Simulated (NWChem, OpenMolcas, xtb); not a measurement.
# How methods differ on Si2H5O (SMILES [SiH2]O[SiH3])

Si2H5O: 8 atoms, total charge 0, spin state doublet. SMILES: `[SiH2]O[SiH3]`. The shape is that of a PBE0-D4/def2-TZVP optimisation. This is one conformer, not always the lowest.

```xyz
8

Si   -1.2812    0.9330   -0.8659
O    -0.3523   -0.2792   -0.2769
Si    0.7650   -0.7230    0.8359
H    -1.9028    0.4581   -2.1336
H    -0.4406    2.1420   -1.1187
H     1.2919   -2.0546    0.4531
H     0.1381   -0.7993    2.1804
H     1.8741    0.2660    0.8698
```

Each level gives the dipole moment (D). The values are calculated.

```
             level            kind     program  value (D)   CPU time
          GFN1-xTB  semi-empirical         xtb       0.54  under 2 s
     UHF/6-311+G**    Hartree–Fock      NWChem       0.65       27 s
  USVWN5/6-311+G**             LDA  OpenMolcas       0.54       55 s
U-revPBE/6-311+G**             GGA  OpenMolcas       0.49       83 s
U-r2SCAN/6-311+G**        meta-GGA  OpenMolcas       0.50    1.7 min
  UB3LYP/6-311+G**   global hybrid  OpenMolcas       0.53       79 s
  UBHLYP/6-311+G**   global hybrid  OpenMolcas       0.58       80 s
   UPBE0/6-311+G**   global hybrid  OpenMolcas       0.53       80 s
```

The values span 0.49 to 0.65 D. Magnitudes only. Times are those of the runs behind each value, whatever else they computed, on shared processors of several kinds: orders of magnitude only.
